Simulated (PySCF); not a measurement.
Molecule: `C=CC`, C3H6.

Atoms are numbered as in `[CH2:1]=[CH:2][CH3:3]`. Each H is labelled by its parent atom. Ha(C1) is cis to C3; Hb(C1) is trans to C3.

Geometry PBE0-D3(BJ)/def2-SVP throughout; GIAO in PySCF 2.14.0 with density-fitted response routines, gas phase, one conformer, non-relativistic; equivalent atoms averaged; functional PBE0.

Problem. How do the absolute shieldings σ depend on the basis set? (ppm; last column core-seconds on shared hosts with different chips, so compare them loosely)

Solution. 
| basis set | functions | C2 | C1 | C3 | H(C2) | Hb(C1) | Ha(C1) | H(C3) | core-s |
| --- | --- | --- | --- | --- | --- | --- | --- | --- | --- |
| STO-3G | 21 | 122.5 | 128.5 | 211.2 | 27.20 | 27.35 | 27.56 | 31.13 | 1.1 |
| 6-31G | 39 | 68.5 | 83.9 | 177.8 | 26.36 | 27.15 | 27.05 | 30.72 | 2.1 |
| pcSseg-0 | 39 | 48.4 | 62.5 | 169.3 | 26.97 | 27.42 | 27.33 | 30.93 | 2.9 |
| 6-31G* | 54 | 65.9 | 81.3 | 173.4 | 25.98 | 26.88 | 26.79 | 30.28 | 2.6 |
| def2-SVP | 72 | 60.0 | 77.7 | 173.5 | 25.50 | 26.34 | 26.20 | 29.72 | 4.5 |
| cc-pVDZ | 72 | 61.7 | 80.3 | 174.8 | 25.32 | 26.18 | 26.03 | 29.59 | 5 |
| pcSseg-1 | 81 | 41.2 | 61.1 | 161.8 | 25.27 | 26.03 | 25.91 | 29.47 | 3.6 |
| 6-311+G(2d,p) | 117 | 44.5 | 66.4 | 165.0 | 25.30 | 26.33 | 26.20 | 29.72 | 5.8 |
| aug-cc-pVDZ | 123 | 58.6 | 80.1 | 173.6 | 25.12 | 26.08 | 25.97 | 29.52 | 9 |
| def2-TZVP | 129 | 43.2 | 65.5 | 164.4 | 25.27 | 26.28 | 26.16 | 29.69 | 9.9 |
| IGLO-III | 165 | 36.8 | 59.5 | 161.3 | 25.17 | 26.17 | 26.07 | 29.56 | 13 |
| cc-pVTZ | 174 | 45.2 | 66.5 | 165.3 | 25.12 | 26.08 | 25.99 | 29.51 | 15 |
| pcSseg-2 | 192 | 35.9 | 58.7 | 161.2 | 25.01 | 26.01 | 25.90 | 29.42 | 14 |

Problem. Which nucleus moves most, in ppm?

Solution. C2 (alkene CH): from 35.9 ppm with pcSseg-2 to 122.5 ppm with STO-3G. The smallest spread is 1.41 ppm, at Hb(C1). Proton shifts span only some 12 ppm, so a few tenths of a ppm matter as much there as several ppm in carbon.

Problem. Taking the largest basis, pcSseg-2 (192 functions), as the yardstick, rank the others by their worst heavy-atom deviation.

Solution. IGLO-III 0.9 ppm (165 functions), pcSseg-1 5.3 ppm (81 functions), def2-TZVP 7.3 ppm (129 functions), 6-311+G(2d,p) 8.6 ppm (117 functions), cc-pVTZ 9.3 ppm (174 functions), pcSseg-0 12.5 ppm (39 functions), aug-cc-pVDZ 22.7 ppm (123 functions), def2-SVP 24.1 ppm (72 functions), cc-pVDZ 25.8 ppm (72 functions), 6-31G* 30.0 ppm (54 functions), 6-31G 32.6 ppm (39 functions), STO-3G 86.5 ppm (21 functions).

A small basis that lands close on one nucleus may do so by chance; judge by the trend and by all nuclei.
